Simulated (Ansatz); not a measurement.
Reaction (hydrogenolysis of a C–O bond): `OCC(F)(F)F` + H₂ → `CC(F)(F)F` + H₂O

Gas-phase electronic energies from Ansatz, PBE0-D4/def2-TZVP geometries. CCSD(T)/CBS adds triple-zeta CCSD(T) − MP2 to the extrapolated MP2 energy (def2 sets, frozen cores). This one scheme is used for every species. Functionals use def2-TZVPP. Each species was taken in one conformer, which may not be the lowest.

`OCC(F)(F)F`:

Z-matrix (Å, degrees):
```
C
C 1 1.515
O 1 1.395 2 112.2
H 1 1.091 2 107.8 3 -118.5
H 1 1.097 2 107.1 3 124.9
F 2 1.345 1 110.7 3 -58.4
F 2 1.332 1 112.6 3 61.7
F 2 1.338 1 110.5 3 -177.5
H 3 0.962 1 108.8 2 63.6
```

H₂:

Cartesian coordinates in Å:
```
H -0.184 0.314 0.081
H 0.184 -0.314 -0.081
```

`CC(F)(F)F`:

Cartesian coordinates in Å:
```
C 0.132 0.486 -0.622
C -0.115 -0.423 0.542
F -0.222 0.258 1.692
F -1.249 -1.124 0.393
F 0.878 -1.310 0.700
H 1.059 1.034 -0.460
H -0.696 1.187 -0.713
H 0.212 -0.108 -1.532
```

H₂O:

```xyz
3

O    -0.064   -0.359   -0.136
H     0.495    0.320   -0.520
H    -0.431    0.039    0.656
```

CCSD(T)/CBS gives -122.5 kJ/mol.

Q: Another level gave -113.8 kJ/mol. Which?
A. r2SCAN-D4/def2-TZVPP
B. CCSD(T)/def2-TZVPP
C. BLYP-D4/def2-TZVPP
D. HF/def2-TZVPP

A: A. r2SCAN-D4 -113.8, CCSD(T)/def2-TZVPP -118.4, BLYP-D4 -109.8, HF/def2-TZVPP -124.9 kJ/mol.

Largest T1 diagnostic among the species: 0.011.

The D4 term adds +4.6 kJ/mol with B3LYP and +2.4 kJ/mol with PBE0; it sums over pairs of atoms, weighted by their polarisabilities, and B3LYP, whose exchange is more repulsive, gets the larger term. Leaving LDA and LC-ωPBE aside and taking each functional with its dispersion term where it has one, the values, not all of them listed here, spread over 13.5 kJ/mol, from PBE-QIDH to revPBE-D4. LDA lies +6.2 kJ/mol from PBE without D4. From r2SCAN to r2SCAN0 (25 % exact exchange), in def2-TZVPP and without D4, ΔE moves by −4.6 kJ/mol.

B3LYP here is the variant with VWN-RPA as its local correlation; programs differ in this.
